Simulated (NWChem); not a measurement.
System: CS; SMILES [C-]#[S+]

```xyz
2

C      0.0000     0.0000    -1.1104
S      0.0000     0.0000     0.4189
```
Atoms are numbered in this order, from 1.

The geometry was optimised at PBE0-D3(BJ)/def2-TZVP.

Q: List the 4 lowest vertical singlet excitations from CAM-B3LYP/def2-SVP, full TDDFT (NWChem).

A: 
```json
[
 {"state": "S1", "energy (eV)": "4.96", "oscillator strength": "0.012", "leading excitation (squared amplitude)": "HOMO → LUMO (1.00)"},
 {"state": "S2", "energy (eV)": "4.96", "oscillator strength": "0.012", "leading excitation (squared amplitude)": "HOMO → LUMO+1 (1.00)"},
 {"state": "S3", "energy (eV)": "5.44", "oscillator strength": "0.000", "leading excitation (squared amplitude)": "HOMO−2 → LUMO+1 (0.50)"},
 {"state": "S4", "energy (eV)": "5.85", "oscillator strength": "0.000", "leading excitation (squared amplitude)": "HOMO−2 → LUMO (0.50)"}
]
```
